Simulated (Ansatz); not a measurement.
ZrSe₃ (P2₁/m, No. 11), treated with r²SCAN+SOC (Ansatz, a quantum-chemistry and plane-wave program, PAW).

Input file:

Ansatz 0.2 input:
```yaml
crystal:
  lattice:
    - [5.41, 0.0, 0.0]
    - [0.0, 3.77, 0.0]
    - [-1.233473, 0.0, 9.369154]
  atoms:
    - { symbol: Se, position: [0.888, 0.75, 0.169] }
    - { symbol: Se, position: [0.112, 0.25, 0.831] }
    - { symbol: Se, position: [0.455, 0.75, 0.175] }
    - { symbol: Se, position: [0.545, 0.25, 0.825] }
    - { symbol: Zr, position: [0.715, 0.25, 0.343] }
    - { symbol: Zr, position: [0.285, 0.75, 0.657] }
    - { symbol: Se, position: [0.764, 0.75, 0.553] }
    - { symbol: Se, position: [0.236, 0.25, 0.447] }
basis:
  ecutwfc: 560
  ecutrho_ratio: 4
  xc_grid: 3
kpoints:
  mp_grid: { grid: [6, 10, 4] }
  band_path:
    path:
      - [0.0, 0.0, 0.0]
      - [0.0, 0.0625, 0.0]
      - [0.0, 0.125, 0.0]
      - [0.0, 0.1875, 0.0]
      - [0.0, 0.25, 0.0]
      - [0.0, 0.3125, 0.0]
      - [0.0, 0.375, 0.0]
      - [0.0, 0.4375, 0.0]
      - [0.0, 0.5, 0.0]
      - [0.0, 0.5, 0.25]
      - [0.0, 0.5, 0.5]
      - [0.0, 0.4375, 0.5]
      - [0.0, 0.375, 0.5]
      - [0.0, 0.3125, 0.5]
      - [0.0, 0.25, 0.5]
      - [0.0, 0.1875, 0.5]
      - [0.0, 0.125, 0.5]
      - [0.0, 0.0625, 0.5]
      - [0.0, 0.0, 0.5]
      - [0.0, 0.0, 0.25]
      - [-0.083333, 0.0, 0.083333]
      - [-0.166667, 0.0, 0.166667]
      - [-0.25, 0.0, 0.25]
      - [-0.333333, 0.0, 0.333333]
      - [-0.416667, 0.0, 0.416667]
      - [-0.5, 0.0, 0.5]
      - [-0.5, 0.0625, 0.5]
      - [-0.5, 0.125, 0.5]
      - [-0.5, 0.1875, 0.5]
      - [-0.5, 0.25, 0.5]
      - [-0.5, 0.3125, 0.5]
      - [-0.5, 0.375, 0.5]
      - [-0.5, 0.4375, 0.5]
      - [-0.5, 0.5, 0.5]
      - [-0.416667, 0.5, 0.416667]
      - [-0.333333, 0.5, 0.333333]
      - [-0.25, 0.5, 0.25]
      - [-0.166667, 0.5, 0.166667]
      - [-0.083333, 0.5, 0.083333]
      - [-0.1, 0.5, 0.0]
      - [-0.2, 0.5, 0.0]
      - [-0.3, 0.5, 0.0]
      - [-0.4, 0.5, 0.0]
      - [-0.5, 0.5, 0.0]
      - [-0.5, 0.4375, 0.0]
      - [-0.5, 0.375, 0.0]
      - [-0.5, 0.3125, 0.0]
      - [-0.5, 0.25, 0.0]
      - [-0.5, 0.1875, 0.0]
      - [-0.5, 0.125, 0.0]
      - [-0.5, 0.0625, 0.0]
      - [-0.5, 0.0, 0.0]
      - [-0.4, 0.0, 0.0]
      - [-0.3, 0.0, 0.0]
      - [-0.2, 0.0, 0.0]
      - [-0.1, 0.0, 0.0]
    npoints: 1
hamiltonian:
  xc: r2scan
  dispersion: none
  pseudopotentials: { kind: paw }
scf:
  occupations: { method: fermi_dirac, width: 0.01 }
  convergence: { dr2_threshold: 0.0000000008 }
output:
  forces: true
  stress: true
  eigenvalues: true
  write_bands: true
magnetization:
  noncollinear: true
  spin_orbit: true
```

Task: How many irreducible k-points, plane waves at Γ does the program set up, and what pressure does the run end with?

Result: 84 irreducible k-points, 5771 plane waves at Γ; P = 1.87 GPa, so the cell is compressed on average and its volume would grow at this level.

Excerpt of the program's output:

```
Crystal: 8 atoms, lattice volume = 191.090 Å³
Basis set: ecut = 560 eV, 5771 PW (Γ), exchange–correlation on 135×90×225 points (27 copies of the dense FFT grid, shifted against one another)
Bands: 144, of which v1, the nominal top of the filled ones, is band 120 counted from 1 (119 counted from 0)
Symmetry: 4 space group operations + 4 with time reversal
k-points: 84 of 240
Initial density: superposition of atomic densities (chi_scale 0.1, normalization cell, long waves kept (reshape's long-wave potential 0.64 eV rms))
Functional: x = r2scan, c = r2scan; τ floored in thin density (d = 2e-4 eV/Å³)
spin=Noncollinear: Kerker preconditioning applied to the charge; magnetization (m_x, m_y, m_z) channels mix plain (no charge-response kernel on spin).
spin=Noncollinear: Resta preconditioning applied to the charge; magnetization (m_x, m_y, m_z) channels mix plain (no charge-response kernel on spin).
SCF 1 converged in 14 iterations: F = -41238.910907 eV  dr2 = 6.35e-11
SCF converged after 14 iterations
Free energy (F): -41238.910907 eV
Internal energy: -41238.910907 eV  (E = F + TS)
E sigma→0 (E₀):  -41238.910907 eV
Fermi energy:    9.575369 eV
--- Forces (eV/Å), atoms counted from 1 ---
  atom   1  Se     0.00664346     0.00000000    -0.13259575
  atom   2  Se    -0.00664346     0.00000000     0.13259575
  atom   3  Se     0.00044697     0.00000000    -0.11617008
  atom   4  Se    -0.00044697     0.00000000     0.11617008
  atom   5  Zr    -0.04274997     0.00000000     0.07245059
  atom   6  Zr     0.04274997     0.00000000    -0.07245059
  atom   7  Se    -0.08342158     0.00000000     0.12531960
  atom   8  Se     0.08342158     0.00000000    -0.12531960
--- Stress (GPa, compression-positive) ---
        1.775360       0.000000      -0.013207
        0.000000       1.537755       0.000000
       -0.013207       0.000000       2.299420
  P = ⅓ Tr σ = 1.8708 GPa (18.708 kbar)
```

The PAW data were made under PBE.

Note: cell and atoms aren't relaxed at this level (largest force component 0.13 eV/Å, pressure 1.9 GPa).
